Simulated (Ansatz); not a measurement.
Basis-set extrapolation for `C=C=NC(=N)Cl` (PBE0-D4/def2-TZVP geometry, frozen core, Ansatz 0.2.0). Multiplicity 1, RHF reference.

```
                      def2-TZVPP   def2-QZVPP
                 HF  -683.775416  -683.797625
    MP2 correlation    -1.044454    -1.121224
CCSD(T) correlation    -1.127784      not run
```

Energies in hartree. Use E(X) = E(∞) + A·exp(−7.88·√X) for Hartree–Fock and E(X) = E(∞) + B·X^(−2.97) for correlation, with X = 3 and 4, and add CCSD(T) minus MP2 of the smaller set to the MP2 limit.

Problem. What is the CCSD(T) energy at the basis-set limit?

Solution. HF limit: -683.797625 + (-0.022209) × 0.13774 = -683.80068. MP2 limit: -1.121224 + (-0.076770) × 0.74074 = -1.17809. Higher-order term: -1.127784 − (-1.044454) = -0.08333. Total: -685.06210 hartree, 4.32 eV below CCSD(T)/def2-TZVPP.
